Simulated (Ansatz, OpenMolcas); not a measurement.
# Appearance energy of a fragment ion: C2F3N → [CF3]+ + CN + e⁻

Species: C2F3N (cyanotrifluoromethane) `N#CC(F)(F)F`, singlet; [CF3]+ `F[C+](F)F`, singlet; CN, doublet. 

Shapes, held fixed at every level: PBE0-D4/def2-TZVP. Programs: Ansatz 0.2.0, OpenMolcas 26.06. Electronic energies: no zero-point or thermal term.

Question: Estimate ΔE of this reaction.

Answer: B2PLYP/def2-TZVPP gives ΔE = +13.89 eV; the levels span +13.78 to +14.39. The median of the levels is +13.95. No measured value is set beside it here. Spin contamination: CN (⟨S²⟩ up to 1.11). Open shells run unrestricted unless RO is named. The onset seen in experiment also holds zero-point changes and kinetic shifts.

| level | kind | ΔE (eV) |
| --- | --- | --- |
| SPW92/def2-TZVPP | LDA | +14.39 |
| PBE-D4/def2-TZVPP | GGA | +13.78 |
| r2SCAN-D4/def2-TZVPP | meta-GGA | +13.82 |
| B3LYP/6-31G* (spherical functions) | global hybrid | +13.87 |
| PBE0-D4/def2-TZVPP | global hybrid | +14.03 |
| r2SCAN0-D4/def2-TZVPP | global hybrid | +14.01 |
| wB97M-V/def2-TZVPP | range-separated hybrid | +14.09 |
| B2PLYP/def2-TZVPP | double hybrid | +13.89 |
